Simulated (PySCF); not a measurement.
CH, SMILES [CH] (connectivity only; charge and spin as stated), charge +1, multiplicity 1.

The structure is a stationary point at B3LYP-D3(BJ)/def2-TZVPD.

The numbers are results of r2SCAN/def2-TZVPD (PySCF), not measurements.

### Question
Estimate the frontier levels, gap, dipole moment and polarisability. (Estimate from the structure and the level; the computed values follow.)

### Answer

| Quantity | Result |
|---|---|
| highest occupied level | -18.59 eV |
| lowest empty level | -15.63 eV |
| orbital gap | 2.96 eV |
| dipole moment about the centre of nuclear charge | 1.43 D |
| mean static polarisability | 7.9 bohr³ (1.17 Å³) |
| polarisability, principal values | 7.6, 7.6, 8.5 bohr³ |
